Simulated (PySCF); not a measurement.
Species: C₂H₄O₃S.
Cartesian coordinates in Å at the GFN2-xTB level; atoms count from 1:
```
atom  x, y, z in Å
C1     1.572    0.395   -0.338
C2     0.710    0.025    0.578
S3    -0.856   -0.641    0.054
O4    -0.888   -0.794   -1.369
O5    -1.220   -1.735    0.889
O6    -1.815    0.615    0.408
H7     1.318    0.268   -1.378
H8     2.536    0.818   -0.107
H9     0.827    0.078    1.644
H10   -2.176    0.974   -0.404
```

Method used: PBE0/pcSseg-1 in PySCF (dipole) on a GFN2-xTB geometry, gas phase.

Masses are those of the commonest isotopes; rigid-rotor values at the optimised geometry. The values belong to one conformer with, in the numbering `[CH2:1]=[CH:2][S:3](=[O:4])(=[O:5])[OH:6]`, C1–C2–S3–O4 6°, C2–S3–O6–H 115°.

**Question.** What are A, B and C (MHz)?

**Answer.** Ia = 106.37, Ib = 192.47, Ic = 195.06 u·Å²; 505379 MHz·u·Å²/I gives A = 4751, B = 2626, C = 2591 MHz.

**Question.** What kind of rotor is it?

**Answer.** A near-prolate asymmetric top. Ray's parameter κ = (2B − A − C)/(A − C) = -0.968; −1 is the prolate and +1 the oblate limit.

**Question.** Is it planar, by Δ = Ic − Ia − Ib?

**Answer.** Not planar: Δ = Ic − Ia − Ib = -103.78 u·Å². For a rigid frame Δ = −2 Σ m c², so Σ m c² = 51.89 u·Å² lies off the ab plane: 2.93 from hydrogen and 48.96 from heavier atoms. The atom farthest from that plane is 1.34 Å away.

**Question.** List the rotational levels J(Ka,Kc) to J = 3 (K).

**Answer.** Above 0(0,0), as E/k:
J = 1: 1(0,1) 0.250, 1(1,1) 0.352, 1(1,0) 0.354
J = 2: 2(0,2) 0.751, 2(1,2) 0.851, 2(1,1) 0.856, 2(2,1) 1.162, 2(2,0) 1.162
J = 3: 3(0,3) 1.502, 3(1,3) 1.600, 3(1,2) 1.610, 3(2,2) 1.914, 3(2,1) 1.914, 3(3,1) 2.428, 3(3,0) 2.428
Those of J = 1 are B + C, A + C and A + B.

**Question.** Which lines would a microwave search look for?

**Answer.** The dipole components are |μa| = 3.20 D, |μb| = 1.06 D, |μc| = 2.17 D. The squared components, which scale the intensities, stand as 1.00 : 0.11 : 0.46 (a : b : c). Some lines, for components of 0.1 D or more:

```json
{"type": "b", "branch": "Q", "J(Ka,Kc)": "3(1,2) ← 3(0,3)", "MHz": "2249", "lower level (cm⁻¹)": "1.044"}
{"type": "a", "branch": "R", "J(Ka,Kc)": "1(0,1) ← 0(0,0)", "MHz": "5217", "lower level (cm⁻¹)": "0.000"}
{"type": "b", "branch": "Q", "J(Ka,Kc)": "3(2,1) ← 3(1,2)", "MHz": "6327", "lower level (cm⁻¹)": "1.119"}
{"type": "b", "branch": "Q", "J(Ka,Kc)": "2(2,1) ← 2(1,2)", "MHz": "6481", "lower level (cm⁻¹)": "0.592"}
{"type": "b", "branch": "Q", "J(Ka,Kc)": "3(2,2) ← 3(1,3)", "MHz": "6533", "lower level (cm⁻¹)": "1.112"}
{"type": "b", "branch": "Q", "J(Ka,Kc)": "4(2,3) ← 4(1,4)", "MHz": "6603", "lower level (cm⁻¹)": "1.806"}
{"type": "c", "branch": "Q", "J(Ka,Kc)": "4(3,2) ← 4(2,2)", "MHz": "10710", "lower level (cm⁻¹)": "2.026"}
{"type": "b", "branch": "Q", "J(Ka,Kc)": "4(3,2) ← 4(2,3)", "MHz": "10716", "lower level (cm⁻¹)": "2.026"}
{"type": "b", "branch": "R", "J(Ka,Kc)": "4(1,3) ← 3(2,2)", "MHz": "14611", "lower level (cm⁻¹)": "1.330"}
{"type": "a", "branch": "R", "J(Ka,Kc)": "4(2,2) ← 3(2,1)", "MHz": "20870", "lower level (cm⁻¹)": "1.330"}
{"type": "b", "branch": "R", "J(Ka,Kc)": "3(3,1) ← 2(2,0)", "MHz": "26364", "lower level (cm⁻¹)": "0.808"}
{"type": "b", "branch": "R", "J(Ka,Kc)": "4(2,3) ← 3(1,2)", "MHz": "27191", "lower level (cm⁻¹)": "1.119"}
{"type": "c", "branch": "R", "J(Ka,Kc)": "4(3,2) ← 3(2,2)", "MHz": "31582", "lower level (cm⁻¹)": "1.330"}
{"type": "b", "branch": "R", "J(Ka,Kc)": "4(3,1) ← 3(2,2)", "MHz": "31582", "lower level (cm⁻¹)": "1.330"}
```

**Question.** Estimate the classical rotational partition function at 25 K, 200 K and 500 K.

**Answer.** Point group C1, symmetry number σ = 1; q = (√π/σ)·√((kT/h)³/(ABC)), k/h = 20836.6 MHz/K: 3710 at 25 K, 83900 at 200 K, 332000 at 500 K.

Not checked by GFN2-xTB frequencies. These are rigid-rotor constants of the computed structure; measured ground-state constants (B0) also hold zero-point vibration.

On one thread of an Intel Xeon at 2.30 GHz, no GPU (shared host), this took 15 s wall (with the writing of density and orbital grids) and 0.67 GiB of memory at its peak. This is the PBE0/pcSseg-1 job that gave the dipole, with the shieldings it also computed.
